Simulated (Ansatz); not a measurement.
# AlSiH4 radical: a rigid scan of the dihedral angle H3–Al1–Si2–H5

How does the energy rise as the dihedral angle H3–Al1–Si2–H5 leaves its equilibrium value, and do density functionals follow CCSD(T)? No other atom is relaxed.

The runs use Ansatz 0.2.0, Gaussian basis; single points in def2-TZVPP.

Levels: PBE-D4, r2SCAN-D4, PBE0-D4, B3LYP-D4, wB97M-V, Hartree-Fock, MP2, CCSD, CCSD(T). The scan takes -163.7, -141.2, -118.7, -96.2, -73.7, -51.2, -28.7, -6.2°.

Cores are frozen in the correlated methods. Orbitals are unrestricted. B3LYP uses VWN-RPA correlation.

37 further runs of the same task are left out: 37 set aside as unsound or not needed.

## (1) The system as given

The minimum, relaxed at PBE0-D4: SMILES `[AlH2][SiH2]`, 6 atoms, charge 0, spin multiplicity 2.

Atoms are counted from 1 here; the program's logs count them from 0.

Bond lengths: Al1–Si2 2.374 Å, Al1–H3 1.584 Å, Al1–H4 1.584 Å, Si2–H5 1.487 Å, Si2–H6 1.487 Å. Angles: Si2–Al1–H3 118.6°, Si2–Al1–H4 118.5°, H3–Al1–H4 122.9°, Al1–Si2–H5 125.2°, Al1–Si2–H6 125.2°, H5–Si2–H6 109.6°.

As a file:

```
atom    x (Å)    y (Å)    z (Å)
 Al1  -0.2542  -1.1914  -0.0712
 Si2   0.2424   1.1261   0.0686
  H3  -0.9811  -1.8861   1.1530
  H4   0.1568  -1.9755  -1.3848
  H5   0.9120   1.9242  -0.9920
  H6  -0.0760   2.0027   1.2264
```

Energies of the minimum (eV), from earlier single points: PBE-D4 -14530.37583, r2SCAN-D4 -14536.84605, PBE0-D4 -14531.87887, B3LYP-D4 -14539.88869, wB97M-V -14536.77188, CCSD(T) -14514.09796.

At the minimum the dihedral angle H3–Al1–Si2–H5 is -179.7°.

## (2) H3–Al1–Si2–H5 = -163.7°

Contents of ccsdt-tzvpp/in.yaml:

```yaml
crystal:
  periodic: [false, false, false]
  atoms:
    - {symbol: Al, position_ang: [-0.254151, -1.191391, -0.071163]}
    - {symbol: Si, position_ang: [0.242432, 1.126141, 0.068647]}
    - {symbol: H, position_ang: [-0.981124, -1.886090, 1.152971]}
    - {symbol: H, position_ang: [0.156809, -1.975547, -1.384787]}
    - {symbol: H, position_ang: [0.595181, 1.997537, -1.083080]}
    - {symbol: H, position_ang: [0.240060, 1.929386, 1.319609]}
basis:
  gaussian: {orbitals: def2-TZVPP}
magnetization: {spin_polarized: true, initial_magnetization: 1}
correlation: {method: ccsd_t}
scf: {omitted_lower_state_checks: [cluster_reference]}
```

No record of the launch command was kept for these runs.

Further steps of the session: H3–Al1–Si2–H5 = -141.2°; H3–Al1–Si2–H5 = -118.7°; H3–Al1–Si2–H5 = -96.2°; H3–Al1–Si2–H5 = -73.7°; H3–Al1–Si2–H5 = -51.2°; H3–Al1–Si2–H5 = -28.7°; H3–Al1–Si2–H5 = -6.2°.

**Question.** What will these runs give? Wanted: highest point, CCSD(T); lowest point, CCSD(T); RMS deviation from CCSD(T); largest T1 diagnostic.

**Answer**, as computed:

| quantity | value |
| --- | --- |
| highest point, CCSD(T) | 341 meV at -96.2° |
| lowest point, CCSD(T) | 0 meV at -179.7° |
| RMS deviation from CCSD(T) | PBE-D4 5, r2SCAN-D4 3, PBE0-D4 2, B3LYP-D4 8, wB97M-V 3, Hartree-Fock 12, MP2 2, CCSD 1 meV |
| largest T1 diagnostic | 0.015 |

In words: Over the points sampled the torsion costs at most 341 meV, a hindered rotation that is fast at room temperature. A rigid scan overstates barriers, since nothing else may give way. The curve of CCSD lies nearest to CCSD(T), that of Hartree-Fock farthest.
